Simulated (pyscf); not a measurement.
## Elimination: Cl–Ga(Cl)–SeH → Cl–Ga=Se + hydrogen chloride (HCl)

Gas phase, singlet surface, charge 0. Bonds broken: Se1–H5, Ga2–Cl3. Bonds formed: Cl3–H5. Optimised with ωB97X-D3(BJ)/def2-SVP in PySCF. MP2 and CC: frozen core, UHF for open shells. ΔMP2 is the change of the MP2 total energy from the triple- to the quadruple-zeta basis.

Transition state (Å):

```xyz
5

Se     1.9516     1.2803     0.2001
Ga     0.3988     0.6012    -1.1705
Cl    -0.7181    -0.6017     0.7292
Cl    -0.7714     0.2589    -2.8883
H      0.4703     0.0982     1.0489
```

One imaginary mode, 325i cm⁻¹; descent along it reached the two sides named, in the forms told below.

| bond | change | reactant side (Å) | saddle | product side |
|---|---|---|---|---|
| Se1–H5 | breaks | 1.467 | 2.076 | 2.8 |
| Ga2–Cl3 | breaks | 2.129 | 2.511 | 3.0 |
| Cl3–H5 | forms | 3.4 | 1.416 | 1.298 |

Electronic energies relative to the reactant's lowest minimum found (kcal/mol):

```json
[
 {"level": "ωB97X-D3(BJ)/def2-TZVP", "barrier": "43.0", "reaction energy": "+47.2", "reverse barrier": "-4.2"},
 {"level": "PBE/def2-TZVP", "barrier": "32.9", "reaction energy": "+38.9", "reverse barrier": "-6.0"},
 {"level": "r²SCAN/def2-TZVP", "barrier": "37.1", "reaction energy": "+43.6", "reverse barrier": "-6.5"},
 {"level": "B3LYP-D3(BJ)/def2-TZVP", "barrier": "37.9", "reaction energy": "+41.2", "reverse barrier": "-3.2"},
 {"level": "PBE0-D3(BJ)/def2-TZVP", "barrier": "37.7", "reaction energy": "+44.0", "reverse barrier": "-6.3"},
 {"level": "M06-2X/def2-TZVP", "barrier": "40.6", "reaction energy": "+44.9", "reverse barrier": "-4.3"},
 {"level": "ωB97M-D3(BJ)/def2-TZVP", "barrier": "40.8", "reaction energy": "+43.2", "reverse barrier": "-2.4"},
 {"level": "HF/def2-TZVP", "barrier": "52.9", "reaction energy": "+44.2", "reverse barrier": "8.7"},
 {"level": "MP2/def2-QZVPP", "barrier": "38.9", "reaction energy": "+42.9", "reverse barrier": "-4.0"},
 {"level": "CCSD/def2-TZVPP", "barrier": "43.7", "reaction energy": "+43.3", "reverse barrier": "0.4"},
 {"level": "CCSD(T)/def2-TZVPP", "barrier": "41.0", "reaction energy": "+42.5", "reverse barrier": "-1.5"},
 {"level": "CCSD(T)/def2-TZVPP + ΔMP2(QZVPP)", "barrier": "40.5", "reaction energy": "+42.2", "reverse barrier": "-1.7"}
]
```

With CCSD(T)/def2-TZVPP + ΔMP2(QZVPP) energies and thermal terms (ideal gas, 1 atm, RRHO with modes under 100 cm⁻¹ raised to 100, one conformer, R ln 2 for rigid chiral ones), in kcal/mol:

```tsv
T (K)	ΔH‡	ΔG‡	ΔH	ΔG
298	38.6	39.4	+41.8	+33.5
600	38.0	40.4	+41.5	+25.2
900	37.6	41.6	+40.9	+17.2
1200	37.2	43.0	+40.3	+9.4
```

On the product side the descent ends in a complex, 7.3 kcal/mol under the separated species and 3.1 kcal/mol under the saddle at ωB97X-D3(BJ)/def2-TZVP. At ωB97X-D3(BJ), PBE, r²SCAN, B3LYP-D3(BJ), PBE0-D3(BJ), M06-2X, ωB97M-D3(BJ), MP2, CCSD(T), CCSD(T) the saddle lies under the separated products, which points to a path from their complex (located at ωB97X-D3(BJ) alone), and parting the products costs more than the saddle. One saddle was located; it need not be the lowest between these sides. The CCSD(T) − MP2 part came from Ansatz, without density fitting, on the same reference. The frozen core leaves the outer d or s,p core shells of the metals and heavy elements correlated in the MP2 and CC values, and def2-TZVPP describes them poorly, which can shift differences by a few kcal/mol. Elements up to Kr have no core potential and no relativistic terms here.
